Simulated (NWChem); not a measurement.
**C4H6O2 (methyl acrylate) at 3 levels**

Wanted: a comparison of 3 runs (HF/STO-3G, HF/3-21G, B3LYP/6-31G*) of C4H6O2 (methyl acrylate). 

Program for the calculation: NWChem 7.3.0.

2 further runs of the same task are left out: 2 set aside as unsound or not needed.

## (1) Starting point

The species is C4H6O2 (12 atoms), meant as a singlet with charge 0. SMILES: `C=CC(=O)OC`. The coordinates come from a PBE0-D4/def2-TZVP relaxation. This is one conformer, not always the lowest.

Bond lengths: C1–C2 1.325 Å, C2–C3 1.478 Å, C3–O4 1.203 Å, C3–O5 1.341 Å, O5–C6 1.423 Å, C1–H7 1.084 Å, C1–H8 1.083 Å, C2–H9 1.084 Å, C6–H10 1.091 Å, C6–H11 1.088 Å, C6–H12 1.091 Å. Some angles: C1–C2–C3 120.5°, C2–C3–O4 125.8°, C2–C3–O5 110.7°, O4–C3–O5 123.5°, C3–O5–C6 115.1°, C1–C2–H9 122.5°, C3–C2–H9 117.0°, C2–C1–H7 120.1°, C2–C1–H8 121.6°, O5–C6–H10 110.6°.

## (2) Energy and gradient at HF/STO-3G (run 1)

File c4h6o2.nw:

```
start c4h6o2
title "C4H6O2 hf"
memory stack 880 mb heap 220 mb global 1100 mb
geometry noautosym nocenter noautoz
 C    -2.188400    1.173500    0.033200
 C    -0.898000    1.068600    0.317400
 C    -0.132300   -0.126500   -0.095900
 O    -0.573100   -1.071600   -0.696400
 O     1.147600   -0.025700    0.290700
 C     1.973000   -1.129800   -0.060300
 H    -2.692500    0.379400   -0.506600
 H    -2.765600    2.041400    0.327700
 H    -0.356100    1.838200    0.854600
 H     1.998300   -1.261200   -1.143100
 H     2.964900   -0.893300    0.318300
 H     1.599100   -2.048400    0.394500
end
basis spherical bse
 * library STO-3G
end
scf
 singlet
 rhf
 thresh 1e-08
 maxiter 80
end
task scf gradient
```

Run with:

```console
$ nwchem c4h6o2.nw > c4h6o2.out
```

What it wrote:

```text
[...]
  functions       =    36
[...]
  wavefunction    = RHF
[...]
         Total SCF energy =   -300.742047503442
      One-electron energy =   -866.300888038117
      Two-electron energy =    336.768026902180
 Nuclear repulsion energy =    228.790813632495
        Time for solution =      2.1s
[...]
                         RHF ENERGY GRADIENTS
    atom               coordinates                        gradient
                 x          y          z           x          y          z
   1 C      -4.135476   2.217593   0.062739   -0.022980  -0.000319  -0.006197
   2 C      -1.696974   2.019361   0.599799    0.038035  -0.024802  -0.002759
   3 C      -0.250011  -0.239050  -0.181225    0.019177  -0.001939   0.003991
   4 O      -1.083002  -2.025030  -1.316005    0.015803   0.033010   0.021087
   5 O       2.168650  -0.048566   0.549343   -0.049792  -0.018907  -0.022720
   6 C       3.728429  -2.135012  -0.113950    0.005659   0.002384   0.002667
   7 H      -5.088087   0.716962  -0.957335    0.001845  -0.002141  -0.000608
   8 H      -5.226226   3.857687   0.619263    0.002087   0.001614   0.001373
   9 H      -0.672931   3.473694   1.614960    0.000632   0.001260   0.000816
  10 H       3.776239  -2.383322  -2.160146   -0.003589   0.002623   0.002264
  11 H       5.602849  -1.688092   0.601500   -0.004001   0.003199   0.000592
[...]
```

Wall time 3 s (1 thread of Intel Xeon 6975P-C (Granite Rapids), shared host); peak memory 0.098 GiB.

## (3) Energy and gradient at HF/3-21G (run 2)

File a.nw:

```
START a
memory stack 880 mb heap 220 mb global 1100 mb

GEOMETRY units angstrom noautosym nocenter noautoz
   C    -2.188400    1.173500    0.033200
   C    -0.898000    1.068600    0.317400
   C    -0.132300   -0.126500   -0.095900
   O    -0.573100   -1.071600   -0.696400
   O     1.147600   -0.025700    0.290700
   C     1.973000   -1.129800   -0.060300
   H    -2.692500    0.379400   -0.506600
   H    -2.765600    2.041400    0.327700
   H    -0.356100    1.838200    0.854600
   H     1.998300   -1.261200   -1.143100
   H     2.964900   -0.893300    0.318300
   H     1.599100   -2.048400    0.394500
END

BASIS "ao basis" spherical bse
   * library 3-21G
END

SCF
   thresh 1e-08
   maxiter 80
END

TASK scf gradient
```

Run with:

```console
$ nwchem a.nw > a.out
```

What it wrote:

```text
[...]
  functions       =    66
[...]
  wavefunction    = RHF
[...]
         Total SCF energy =   -302.979849558897
      One-electron energy =   -866.392732698384
      Two-electron energy =    334.622069506993
 Nuclear repulsion energy =    228.790813632495
        Time for solution =      2.8s
[...]
                         RHF ENERGY GRADIENTS
    atom               coordinates                        gradient
                 x          y          z           x          y          z
   1 C      -4.135476   2.217593   0.062739   -0.006163   0.002764  -0.000210
   2 C      -1.696974   2.019361   0.599799    0.008181  -0.010025  -0.002986
   3 C      -0.250011  -0.239050  -0.181225    0.016392  -0.017772  -0.004870
   4 O      -1.083002  -2.025030  -1.316005   -0.000703   0.005204   0.002496
   5 O       2.168650  -0.048566   0.549343    0.005644  -0.004896  -0.001025
   6 C       3.728429  -2.135012  -0.113950   -0.023399   0.018921   0.003580
   7 H      -5.088087   0.716962  -0.957335   -0.002789  -0.006882  -0.004257
   8 H      -5.226226   3.857687   0.619263   -0.003713   0.007436   0.002844
   9 H      -0.672931   3.473694   1.614960    0.003561   0.009067   0.005592
  10 H       3.776239  -2.383322  -2.160146   -0.000401  -0.000095  -0.007868
  11 H       5.602849  -1.688092   0.601500    0.006813   0.002333   0.002954
[...]
```

Wall time 3.9 s (1 thread of Intel Xeon 6975P-C (Granite Rapids), shared host); peak memory 0.098 GiB.

## (4) Energy and forces at B3LYP/6-31G(d) (Cartesian functions) (run 3)

File c4h6o2.xyz:

```xyz
12
C4H6O2
C     -2.188400     1.173500     0.033200
C     -0.898000     1.068600     0.317400
C     -0.132300    -0.126500    -0.095900
O     -0.573100    -1.071600    -0.696400
O      1.147600    -0.025700     0.290700
C      1.973000    -1.129800    -0.060300
H     -2.692500     0.379400    -0.506600
H     -2.765600     2.041400     0.327700
H     -0.356100     1.838200     0.854600
H      1.998300    -1.261200    -1.143100
H      2.964900    -0.893300     0.318300
H      1.599100    -2.048400     0.394500
```

File run.py:

```python
from ase.io import read
from ase.calculators.nwchem import NWChem

system = read('c4h6o2.xyz')

calc = NWChem(
    label='c4h6o2',
    theory='dft',
    memory='2200 mb',
    basis='6-31G*',
    dft={'xc': 'b3lyp', 'mult': '1', 'grid': 'fine', 'convergence': 'energy 1e-08', 'iterations': '100', 'mulliken': None},
)
system.calc = calc

forces = system.get_forces()
print(f"energy = {system.get_potential_energy():.6f} eV")
print("forces (eV/A):")
for s, f in zip(system.symbols, forces):
    print(f"{s:2s} {f[0]:10.5f} {f[1]:10.5f} {f[2]:10.5f}")
print("dipole (e A):", system.get_dipole_moment().round(4))
```

Run with:

```console
$ export ASE_NWCHEM_COMMAND="nwchem PREFIX.nwi > PREFIX.nwo"
$ python run.py
```

What it wrote:

```text
energy = -8339.393915 eV
forces (eV/A):
C    -0.42511    0.04520   -0.08767
C     0.33548    0.11354    0.14558
C    -0.05286    0.59408    0.29244
O    -0.42552   -0.84949   -0.54775
O     0.38675    0.31841    0.26410
C     0.19479   -0.21248   -0.05749
H    -0.07014   -0.02952   -0.03384
H    -0.08752    0.06052    0.00823
H     0.04556    0.06155    0.04335
H     0.01697   -0.02751   -0.09498
H     0.09760    0.01805    0.03507
H    -0.01589   -0.09230    0.03286
dipole (e A): [0.157  0.2195 0.1537]
```

The calculator wrote c4h6o2.nwi:

```
title "c4h6o2"

permanent_dir c4h6o2

scratch_dir c4h6o2

start c4h6o2

geometry units angstrom nocenter noautosym noautoz
  C  -2.1884000000000001e+00 1.1735000000000000e+00 3.3200000000000000e-02
  C  -8.9800000000000002e-01 1.0686000000000000e+00 3.1740000000000002e-01
  C  -1.3230000000000000e-01 -1.2650000000000000e-01 -9.5899999999999999e-02
  O  -5.7310000000000005e-01 -1.0716000000000001e+00 -6.9640000000000002e-01
  O  1.1476000000000000e+00 -2.5700000000000001e-02 2.9070000000000001e-01
  C  1.9730000000000001e+00 -1.1297999999999999e+00 -6.0299999999999999e-02
  H  -2.6924999999999999e+00 3.7940000000000002e-01 -5.0660000000000005e-01
  H  -2.7656000000000001e+00 2.0413999999999999e+00 3.2769999999999999e-01
  H  -3.5610000000000003e-01 1.8382000000000001e+00 8.5460000000000003e-01
  H  1.9983000000000000e+00 -1.2612000000000001e+00 -1.1431000000000000e+00
  H  2.9649000000000001e+00 -8.9329999999999998e-01 3.1830000000000003e-01
  H  1.5991000000000000e+00 -2.0484000000000000e+00 3.9450000000000002e-01
end

memory 2200 mb

basis noprint
   * library 6-31G*
end

dft
  xc b3lyp
  mult 1
  grid fine
  convergence energy 1e-08
  iterations 100
  mulliken
end

task dft gradient
```

c4h6o2.nwo:

```text
Northwest Computational Chemistry Package (NWChem) 7.3.0
             --------------------------------------------------------

           Job information
           ---------------

    nwchem branch   = 7.3.0
    use scalapack   = T
    input           = c4h6o2.nwi
    prefix          = c4h6o2.
    data base       = c4h6o2/c4h6o2.db
    status          = startup
    nproc           =        1

           Memory information
           ------------------

    heap     =     72089598 doubles =      550.0 Mbytes
    stack    =     72089595 doubles =      550.0 Mbytes
    global   =    144179200 doubles =     1100.0 Mbytes (distinct from heap & stack)
    total    =    288358393 doubles =     2200.0 Mbytes
    verify   = yes
    hardfail = no

           Directory information
           ---------------------

  0 permanent = c4h6o2
  0 scratch   = c4h6o2

                                NWChem Input Module
                                -------------------

                                      c4h6o2
                                      ------

[... 97 lines left out ...]
  convergence criterion.
[... 17 lines left out ...]
          Convergence on gradient requested:  5.00D-04
[... 26 lines left out ...]
          Convergence aids based upon iterative change in
[... 28 lines left out ...]
 1-e energy   =    -865.480619
[... 42 lines left out ...]
         Total DFT energy =     -306.467076246235
[... 2 lines left out ...]
    Exchange-Corr. energy =      -41.117143996096
[... 781 lines left out ...]
          Convergence on energy requested:  1.00D-08
[... 24 lines left out ...]
          Spatial weights used:  Erf1
[... 4 lines left out ...]
          total energy or number of iterations.
[... 18 lines left out ...]
                            NWChem DFT Gradient Module
                            --------------------------

                                      c4h6o2

  charge          =   0.00
  wavefunction    = closed shell

                         DFT ENERGY GRADIENTS

    atom               coordinates                        gradient
                 x          y          z           x          y          z
   1 C      -4.135476   2.217593   0.062739    0.008267  -0.000879   0.001705
   2 C      -1.696974   2.019361   0.599799   -0.006524  -0.002208  -0.002831
   3 C      -0.250011  -0.239050  -0.181225    0.001028  -0.011553  -0.005687
[... 8 lines of this table left out ...]
  12 H       3.021861  -3.870915   0.745497    0.000309   0.001795  -0.000639

                 ----------------------------------------
                 |  Time  |  1-e(secs)   |  2-e(secs)   |
                 ----------------------------------------
                 |  CPU   |       0.01   |       1.69   |
                 ----------------------------------------
                 |  WALL  |       0.01   |       1.69   |
                 ----------------------------------------

 Task  times  cpu:       22.0s     wall:       22.0s
 Total times  cpu:       22.0s     wall:       22.0s
```

Wall time 23 s (1 thread of Intel Xeon 6975P-C (Granite Rapids), shared host); peak memory 0.12 GiB.

## (5) Overview of the runs

```csv
run,level,Cartesian functions,iteration cap,energy (Eh),dipole moment (D),HOMO energy (eV),LUMO energy (eV),wall time
1,HF/STO-3G,no,80,-300.742048,0.84,-8.69,6.47,3 s
2,HF/3-21G,no,80,-302.979850,1.34,-10.73,3.00,3.9 s
3,B3LYP/6-31G* (Cartesian functions),yes,100,-306.467076,1.49,-7.43,-1.12,23 s
```

## (6) Outcome

```
                       quantity          value
            run 3: total energy  -306.46708 Eh
           run 3: dipole moment         1.49 D
             run 3: HOMO energy       -7.43 eV
             run 3: LUMO energy       -1.12 eV
           run 3: HOMO–LUMO gap        6.32 eV
run 3: largest force on an atom     1.097 eV/Å
```

The dipole moment (its size) runs from 0.84 D (HF/STO-3G) to 1.49 D (B3LYP/6-31G*). The two ends differ in method and basis. The HOMO–LUMO gap runs from 6.32 eV (B3LYP/6-31G*) to 15.17 eV (HF/STO-3G). In run 1 the basis is minimal, so the values are rough. All runs together took 30 s, the longest 23 s.
